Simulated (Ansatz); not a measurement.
A made-up structure of CH$_{4}$NSi, doublet:

| atom | x (Å) | y (Å) | z (Å) |
| --- | --- | --- | --- |
| C1 | -0.9233 | -1.6847 | 0.1350 |
| N2 | -0.0039 | -0.9502 | -0.1599 |
| Si3 | 0.5709 | 0.6871 | -0.1438 |
| H4 | -1.8935 | -1.4560 | 0.6170 |
| H5 | 0.8308 | 1.0729 | -1.5498 |
| H6 | 0.9835 | -0.7090 | -0.2442 |
| H7 | 1.8293 | 0.7010 | 0.6368 |

It is relaxed with PBE-D4/def2-SVP and then PBE0-D4/def2-TZVP (Ansatz 0.2.0). Atoms count as bonded within 1.22 times the sum of their covalent radii (H–H: 0.88 Å). The end point is not checked to be a true minimum.

Q: Does its bonding change? (Judge from chemistry; the calculation decides.)

A: Computed: Yes. Formed: none; broken: Si3–H6.

Where it ends: The first stage lowers the energy by 3.43 eV in 22 steps. It ends as CH₄NSi ([CH][NH][SiH2]):
C1  (-0.772, -1.591, -0.117)
N2  (0.269, -0.993, 0.405)
Si3  (0.752, 0.711, 0.107)
H4  (-1.336, -0.851, -0.722)
H5  (-0.381, 1.246, -0.696)
H6  (0.848, -1.566, 1.009)
H7  (2.014, 0.706, -0.695)
(Å)

Labels in which every atom is bracketed show which atoms are joined, not bond orders.

For scale, one of the runs: PBE0-D4/def2-TZVP relaxation, 123 basis functions, launched by `ansatz run in.yaml --threads 2 --pin off --events-out ev --progress --plain --max-ram 4352MiB`. The run took about 48 s on 2 CPU threads of an Arm Neoverse V1 (shared host).
